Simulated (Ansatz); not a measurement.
**HB–OH, HB–SH: atomization energies**

Ansatz 0.2.0, basis cc-pVDZ; geometries are PBE0/def2-TZVP minima. Wave-function levels freeze the cores; HF, MP2 and coupled cluster are restricted for singlets and unrestricted otherwise, atoms included. The reference is CCSDT(Q) (coupled cluster only where its series has nearly closed). An error is the level's value less the reference. None of these values is a measured one. Energies are electronic, without zero-point terms. The set is small: it underbinds, by tens of kJ/mol for each bond, so near ties and functionals' places can change in larger sets. No spin–orbit coupling and no scalar relativity. The species are chosen: bound, without strong static correlation by their natural occupations or amplitudes, in their lowest spin state as far as vertical gaps and like structures tell, and with a ladder that closes on the reference, so errors are smaller than for species at large; levels whose determinant breaks symmetry or spin markedly are left out.

```json
{"species": "HB–OH, doublet", "bonds (Å)": "B–O 1.333, B–H 1.201, O–H 0.961, angles at O 115°, angles at B 121°", "quantity": "atomization", "symmetry of the states": "A'", "reference": "CCSDT(Q)", "value (kJ/mol)": "1246.7", "error HF": "-266.0", "error MP2": "38.0", "error CCSD": "-14.3", "error CCSD(T)": "-1.7", "error CCSDT": "-1.5"}
{"species": "HB–SH, doublet", "bonds (Å)": "B–S 1.742, B–H 1.189, S–H 1.348, angles at S 100°, angles at B 125°", "quantity": "atomization", "symmetry of the states": "A'", "reference": "CCSDT(Q)", "value (kJ/mol)": "1017.4", "error HF": "-192.1", "error MP2": "13.0", "error CCSD": "-15.0", "error CCSD(T)": "-1.8", "error CCSDT": "-0.9"}
```

The reference falls from O to S, by 229.3 kJ/mol in all.
